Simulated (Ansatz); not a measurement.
A calculation on rock-salt CdO returned lattice constant a 4.660 Å, bulk modulus 156 GPa, cohesive energy 3.17 eV/atom, band gap 0.98 eV.

For reference: lattice constant a 4.696 Å (measured, temperature not stated, not corrected to a static lattice; as tabulated in Gopal et al. (2015), doi:10.1103/physrevb.91.245202); bulk modulus 147 GPa (measured, temperature not stated, not corrected to a static lattice; as tabulated in Gopal et al. (2015), doi:10.1103/physrevb.91.245202); cohesive energy 3.23 ± 0.03 eV/atom (worked out here from tabulated enthalpies at 298 K, copied from a table, unchecked, brought to a static lattice with a Debye model, atoms in their spin–orbit ground levels; inputs from the CRC Handbook); band gap 0.84 eV (measured, 100 K, zero-point motion not removed, lower of two indirect gaps; as tabulated in Menéndez-Proupin et al. (2004), arXiv:cond-mat/0405700).

**Question.** Which level of theory produced these numbers?
A) PBEsol-D3(BJ) (Ansatz (a quantum-chemistry and plane-wave program))
B) HSE06-D3(BJ) (Ansatz)
C) LC-ωPBE (Ansatz)
D) rVV10 (Ansatz)

**Answer.** B, HSE06-D3(BJ) (Ansatz)

The others give: PBEsol-D3(BJ) 4.655 Å, 155 GPa, 3.62 eV/atom, 0.00 eV; rVV10 4.781 Å, 130 GPa, 3.20 eV/atom, 0.00 eV; LC-ωPBE 4.671 Å, 163 GPa, 3.20 eV/atom, 6.00 eV.

Unless a cell is named, each level is at its own relaxed cell (HSE06-D3(BJ) 12.65, LC-ωPBE 12.74, PBEsol-D3(BJ) 12.61, rVV10 13.66 Å³/atom).

Spin–orbit coupling is included only where a level's name says +SOC; with heavier elements it mostly lowers gaps and can invert bands. A gap of zero means that the bands touch or overlap. Density-functional gaps are differences of (generalised) Kohn–Sham levels.

Ansatz's density-functional and Hartree–Fock values are scalar-relativistic unless marked +SOC, with PAW data made under PBE.
